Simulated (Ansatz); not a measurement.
**SiHCl+ (doublet): from Hartree-Fock to the top rungs, def2-TZVPP**

An exercise on one series of results from a longer session: the logs are not shown, and one member is left open.

Method: def2-TZVPP, core rule «outside noble gas», up to 10 orbitals frozen; program: Ansatz 0.2.0, Gaussian basis.

To be run: UHF; ROHF; CCSD(T) on UHF.

2 further runs of the same task are left out: 2 set aside as unsound or not needed.

## What is computed

The geometry is a PBE0/def2-TZVP stationary point (not a proven minimum) of the parent state, kept for this charge and spin.

3 atoms, charge 1, spin multiplicity 2.

Atoms are counted from 1 here; the program's logs count them from 0.

Bond lengths: Si1–Cl2 2.077 Å, Si1–H3 1.529 Å. Angles: Cl2–Si1–H3 94.7°.

Set-up of the first run:

Input file in.yaml:

```yaml
crystal:
  periodic: [false, false, false]
  atoms:
    - {symbol: Si, position_ang: [0.000000, -0.089026, 1.135803]}
    - {symbol: Cl, position_ang: [0.000000, 0.030004, -0.938114]}
    - {symbol: H, position_ang: [0.000000, 1.425266, 1.348629]}
basis:
  gaussian: {orbitals: def2-TZVPP}
total_charge: 1
magnetization: {spin_polarized: true, initial_magnetization: 1}
hamiltonian: {xc: hf}
output: {orbitals: {seedname: orbitals}}
```

On the command line:

```console
ansatz run in.yaml --threads 1 --pin off --events-out ev --progress --plain --max-ram 4096MiB --backend cpu
```

Among the steps run: UHF; ROHF; CCSD(T) on UHF.

One table of the session follows, with a row left open; its other results are not shown here.

It belongs to the step «Misses and costs». 

| method | from UCCSD(T) (kJ/mol) |
| --- | --- |
| ROHF | +816.6 |
| UHF | +805.0 |
| UMP2 | +116.3 |
| UCCSD | ? |
| UCCSD(T) | 0 |

Estimate the missing values for UCCSD.

**Answer.** from UCCSD(T) (kJ/mol): +37.4. In the column «from UCCSD(T) (kJ/mol)» it lies between UCCSD(T) (0) and UMP2 (+116.3).
